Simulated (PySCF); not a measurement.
CH8BN.
InChI=1S/CH8BN/c1-2-3/h2H2,1,3H3

Level of theory: PBE0-D3(BJ)/def2-SVP geometry optimisation, gas phase (PySCF).

Take the most abundant isotopes and a rigid rotor. 

Problem. Give the principal moments of inertia and the rotational constants in cm⁻¹.

Solution. Ia = 19.50, Ib = 66.83, Ic = 76.22 u·Å²; 505379 MHz·u·Å²/I gives 25911, 7562 and 6631 MHz, that is A = 0.86430, B = 0.25226, C = 0.22118 cm⁻¹.

Problem. What kind of rotor is it?

Solution. A near-prolate asymmetric top: κ = (2 × 7562 − 25911 − 6631)/(25911 − 6631) = -0.90.

Problem. Is it planar, by Δ = Ic − Ia − Ib?

Solution. Not planar: Δ = Ic − Ia − Ib = -10.12 u·Å². For a rigid frame Δ = −2 Σ m c², so Σ m c² = 5.06 u·Å² lies off the ab plane, practically all of it from hydrogen. The atom farthest from that plane is 1.02 Å away.

Problem. Give the other two planar moments, Paa and Pbb, and the rms extents of the mass along the axes.

Solution. Paa = Σ m a² = (Ib + Ic − Ia)/2 = 61.77 and Pbb = Σ m b² = (Ia + Ic − Ib)/2 = 14.45 u·Å². With the mass M = 45.07 u, the rms extents √(P/M) along a, b and c are 1.17, 0.57, 0.33 Å.

Problem. Give the coordinates in the principal-axis frame, origin at the centre of mass.

Solution. The sense of each axis is arbitrary; atoms in the order of the calculation.
| atom | mass (u) | a (Å) | b (Å) | c (Å) |
| --- | --- | --- | --- | --- |
| C1 | 12.000 | 1.363 | 0.294 | 0.000 |
| B2 | 11.009 | 0.083 | -0.685 | 0.000 |
| N3 | 14.003 | -1.261 | 0.265 | 0.000 |
| H4 | 1.008 | 2.287 | -0.306 | -0.016 |
| H5 | 1.008 | 1.414 | 0.957 | -0.884 |
| H6 | 1.008 | 1.431 | 0.937 | 0.897 |
| H7 | 1.008 | -0.036 | -1.366 | 1.017 |
| H8 | 1.008 | -0.036 | -1.363 | -1.019 |
| H9 | 1.008 | -2.110 | -0.300 | -0.008 |
| H10 | 1.008 | -1.286 | 0.865 | 0.826 |
| H11 | 1.008 | -1.277 | 0.870 | -0.822 |

Problem. Predict some low-J microwave lines.

Solution. The dipole components are |μa| = 4.36 D, |μb| = 3.11 D, |μc| = 0.00 D; the mirror of this Cs structure is the ab plane, so μc vanishes by symmetry and there are no c-type lines. The squared components, which scale the intensities, stand as 1.00 : 0.51 (a : b). Some lines, for components of 0.1 D or more:

```csv
type,branch,"J(Ka,Kc)",MHz,lower level (cm⁻¹)
a,Q,"1(1,0) ← 1(1,1)",932,1.085
a,Q,"2(1,1) ← 2(1,2)",2795,2.001
b,R,"2(0,2) ← 1(1,1)",10003,1.085
a,R,"1(0,1) ← 0(0,0)",14193,0.000
b,Q,"1(1,0) ← 1(0,1)",19280,0.473
b,Q,"2(1,1) ← 2(0,2)",20246,1.419
a,R,"2(1,2) ← 1(1,1)",27455,1.085
a,R,"2(0,2) ← 1(0,1)",28352,0.473
a,R,"2(1,1) ← 1(1,0)",29318,1.117
b,R,"1(1,1) ← 0(0,0)",32542,0.000
b,R,"2(1,2) ← 1(0,1)",45804,0.473
b,Q,"2(2,0) ← 2(1,1)",55081,2.095
b,Q,"2(2,1) ← 2(1,2)",57841,2.001
b,R,"2(2,1) ← 1(1,0)",84365,1.117
b,R,"2(2,0) ← 1(1,1)",85331,1.085
```

Problem. Estimate the classical rotational partition function at 50 K, 200 K and 298.15 K.

Solution. Point group Cs, symmetry number σ = 1; q = (√π/σ)·√((kT/h)³/(ABC)), k/h = 20836.6 MHz/K: 1650 at 50 K, 13200 at 200 K, 24100 at 298.15 K.

PBE0-D3(BJ)/def2-SVP frequencies: not computed here. These are rigid-rotor constants of the computed structure; measured ground-state constants (B0) also hold zero-point vibration. A rigid rotor knows nothing of internal rotation, which can split or shift real lines. Quadrupole hyperfine structure (11B, 14N) is left out.

Time: 8.0 s wall; peak memory 0.35 GiB. Hardware: Arm Neoverse V2, one thread (shared host). That covers the optimisation of the geometry.
